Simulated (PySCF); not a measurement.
Nitrogen: a sound run and one with changed settings

Sound run: N [He] 2s2 2p3, N⁺ [He] 2s2 2p2. All numbers are calculated (PySCF 2.14, the non-relativistic Hamiltonian (point nucleus), in def2-TZVP (5s3p2d1f, 31 functions)). The sound run starts from symmetry-adapted Hartree-Fock orbitals and uses a fine grid where one is needed.

Changed run: 26 angular points. This setting is unsound on purpose.

```json
{"species": "N", "method": "UHF", "sound run (hartree)": "-54.40275", "changed run (hartree)": "-54.40275", "converged": "yes"}
{"species": "N", "method": "M06-2X", "sound run (hartree)": "-54.58726", "changed run (hartree)": "-54.58726", "converged": "yes"}
{"species": "N", "method": "PBE", "sound run (hartree)": "-54.53214", "changed run (hartree)": "-54.53214", "converged": "yes"}
{"species": "N⁺", "method": "UHF", "sound run (hartree)": "-53.89200", "changed run (hartree)": "-53.89200", "converged": "yes"}
{"species": "N⁺", "method": "M06-2X", "sound run (hartree)": "-54.05296", "changed run (hartree)": "-54.05635", "converged": "yes"}
{"species": "N⁺", "method": "PBE", "sound run (hartree)": "-53.99133", "changed run (hartree)": "-53.99098", "converged": "yes"}
```

Ionisation energy of N:

```csv
method,sound run (eV),changed run (eV)
UHF,13.898,13.898
M06-2X,14.539,14.447
PBE,14.716,14.726
```

A coarse angular grid integrates products of high-l functions wrongly, so density functionals can shift, and the SCF can exploit the error; Hartree-Fock and MP2 need no grid.

For comparison, NIST gives 14.534 eV between the lowest levels.
